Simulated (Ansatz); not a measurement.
## Which is lower?

The two ends of one reaction step of CH$_{6}$Si, closed shell (PBE0-D4/def2-TZVP).

A:

```json
{"atom": "Si1", "x (Å)": "-0.2180", "y (Å)": "-0.8457", "z (Å)": "-0.1331"}
{"atom": "H2", "x (Å)": "-1.5438", "y (Å)": "-0.9492", "z (Å)": "-0.8010"}
{"atom": "H3", "x (Å)": "0.7909", "y (Å)": "-1.5195", "z (Å)": "-0.9950"}
{"atom": "H4", "x (Å)": "-0.2901", "y (Å)": "-1.5800", "z (Å)": "1.1593"}
{"atom": "C5", "x (Å)": "0.2435", "y (Å)": "0.9451", "z (Å)": "0.1486"}
{"atom": "H6", "x (Å)": "1.2164", "y (Å)": "1.0225", "z (Å)": "0.6392"}
{"atom": "H7", "x (Å)": "0.2972", "y (Å)": "1.4856", "z (Å)": "-0.7991"}
{"atom": "H8", "x (Å)": "-0.4961", "y (Å)": "1.4411", "z (Å)": "0.7810"}
```

B:

Si1  (-1.012, -0.528, 0.232)
H2  (-0.452, -1.371, -1.243)
H3  (0.237, -1.452, -0.827)
H4  (-0.184, -1.474, 1.089)
C5  (0.196, 0.954, 0.168)
H6  (1.262, 0.726, 0.174)
H7  (-0.030, 1.615, -0.672)
H8  (-0.017, 1.529, 1.078)
(Å)

Computed with Ansatz 0.2.0 (basis: def2-TZVPP); correlated methods freeze the cores. B3LYP uses VWN-RPA correlation.

Task: Which structure is lower at CCSD(T), and by how much? (Judge from chemistry; the value comes from the calculation.)

Result: Computed: A, by 243.4 kJ/mol (electronic energy, against the other). By their contacts, A is CH₆Si ([CH3][SiH3]) and B is a complex of CH₄Si ([CH3][SiH]) + H₂.

All methods give the same order:

| method | E(B) − E(A) (kJ/mol) |
| --- | --- |
| SPW92 | 213.1 |
| PBE-D4 | 217.3 |
| BLYP-D4 | 221.3 |
| r2SCAN-D4 | 239.7 |
| B97M-V | 236.3 |
| PBE0-D4 | 234.3 |
| B3LYP-D4 | 235.6 |
| r2SCAN0-D4 | 247.6 |
| BHLYP-D4 | 255.2 |
| CAM-B3LYP-D4 | 246.5 |
| wB97X-V | 251.2 |
| wB97M-V | 234.9 |
| B2PLYP | 244.3 |
| PBE-QIDH | 250.4 |
| RPA on PBE | 240.1 |
| HF | 283.4 |
| MP2 | 251.2 |
| CCSD | 248.9 |
| CCSD(T) | 243.4 |

No T1 diagnostic of these runs exceeds 0.013.

Labels in which every atom is bracketed show which atoms are joined, not bond orders.

For scale, one of the runs: CCSD(T)/def2-TZVPP, 157 basis functions, launched by `ansatz run in.yaml --threads 2 --pin off --events-out ev --progress --plain --max-ram 4352MiB`. Time: 5 s of wall clock on 2 CPU threads of an Intel Xeon 6975P-C; the host was shared. Peak host memory: 1.2 GiB.
